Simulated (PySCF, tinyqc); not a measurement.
G0W0 on RHF in the sto-3g basis, for HF, spin multiplicity 1, step by step. The lowest restricted solution is unstable here: a spin-polarised one lies 0.0119 hartree lower (PySCF). One step of it, computed by the program tinyqc.

Problem. G0W0 on Hartree-Fock: HOMO. W(p,q,m) = sqrt2 sum_ia (pq|ia) (X+Y)_ia,m; Sigma_c(x) = sum_(i,m) W^2/(x - e_i + w_m) + sum_(a,m) W^2/(x - e_a - w_m); solve x = e_p + Sigma_c(x) by Newton steps; Z = 1/(1 - dSigma/dx); 1 hartree = 27.211386 eV.

orbital energies (hartree): MO1 -25.930195, MO2 -1.408889, MO3 -0.464284, MO4 -0.464284, MO5 -0.461401, MO6 0.316750

Two-electron integrals over orbitals (pq|rs), unique and non-zero (hartree):
```
(11|11) 5.364706    (21|11) -0.524159   (21|21) 0.080712    (22|11) 1.238518
(22|21) -0.023086   (22|22) 0.876767    (31|31) 0.029527    (32|31) 0.040239
(32|32) 0.190509    (33|11) 1.264028    (33|21) -0.015179   (33|22) 0.897736
(33|33) 0.997514    (41|41) 0.029527    (42|41) 0.040239    (42|42) 0.190509
(43|43) 0.053770    (44|11) 1.264028    (44|21) -0.015179   (44|22) 0.897736
(44|33) 0.889973    (44|44) 0.997514    (51|11) 0.088691    (51|21) -0.013304
(51|22) 0.005511    (51|33) 0.002624    (51|44) 0.002624    (51|51) 0.016662
(52|11) -0.110191   (52|21) 0.004423    (52|22) -0.045646   (52|33) -0.061404
(52|44) -0.061404   (52|51) 0.020476    (52|52) 0.129696    (53|31) -0.006188
(53|32) -0.024976   (53|53) 0.033699    (54|41) -0.006188   (54|42) -0.024976
(54|54) 0.033699    (55|11) 0.869008    (55|21) -0.008267   (55|22) 0.678885
(55|33) 0.664915    (55|44) 0.664915    (55|51) -0.001677   (55|52) -0.010520
(55|55) 0.661789    (61|11) 0.094576    (61|21) -0.015060   (61|22) 0.002792
(61|33) 0.002790    (61|44) 0.002790    (61|51) -0.012807   (61|52) -0.022813
(61|55) 0.004741    (61|61) 0.018975    (62|11) -0.137604   (62|21) 0.003742
(62|22) -0.076432   (62|33) -0.076103   (62|44) -0.076103   (62|51) -0.019910
(62|52) -0.080847   (62|55) -0.020674   (62|61) 0.019272    (62|62) 0.091296
(63|31) -0.006222   (63|32) -0.025552   (63|53) -0.023211   (63|63) 0.028628
(64|41) -0.006222   (64|42) -0.025552   (64|54) -0.023211   (64|64) 0.028628
(65|11) -0.431967   (65|21) 0.007186    (65|22) -0.249137   (65|33) -0.255037
(65|44) -0.255037   (65|51) 0.001318    (65|52) 0.074755    (65|55) -0.088961
(65|61) -0.004389   (65|62) 0.032315    (65|65) 0.241471    (66|11) 0.828291
(66|21) -0.008826   (66|22) 0.631155    (66|33) 0.616864    (66|44) 0.616864
(66|51) 0.009172    (66|52) 0.041280    (66|55) 0.640666    (66|61) -0.006662
(66|62) -0.050182   (66|65) -0.028086   (66|66) 0.664628
```

excitation energies w (hartree): 0.836331  0.836331  1.160680  1.901986  26.284874

X + Y:
```
            1          2          3          4          5
1>6  0.000000   0.000000   0.000783  -0.002770   0.999278
2>6  0.000000   0.000000  -0.080652   0.950428   0.000193
3>6  0.068520   0.963943   0.000000   0.000000   0.000000
4>6  0.963943  -0.068520   0.000000   0.000000   0.000000
5>6  0.000000   0.000000   0.817003   0.042308  -0.000020
```

Give: The 12 largest terms at x = e_p; Newton steps; quasiparticle energy of the HOMO; Hartree-Fock value.

Solution.

The 12 largest terms at x = e_p (hartree; W for the signs of X + Y given):
```
q  m          W       term
6  3      0.275     -0.039
5  3     -0.100      0.009
2  3      0.096   4.33e-03
2  4     -0.104   3.80e-03
6  4      0.058  -1.25e-03
4  1     -0.032   1.19e-03
3  2     -0.032   1.19e-03
5  4     -0.033   5.77e-04
2  5     -0.032   3.82e-05
1  4     -0.027   2.59e-05
1  5     -0.018   6.33e-06
3  1  -2.25e-03   6.03e-06
```

Newton steps (hartree):
```
step       x  Sigma_c(x)      Z
0     -0.461      -0.020  0.966
1     -0.481      -0.020  0.966
2     -0.481      -0.020  0.966
```

quasiparticle energy of the HOMO = -13.094 eV

Hartree-Fock value = -12.555 eV
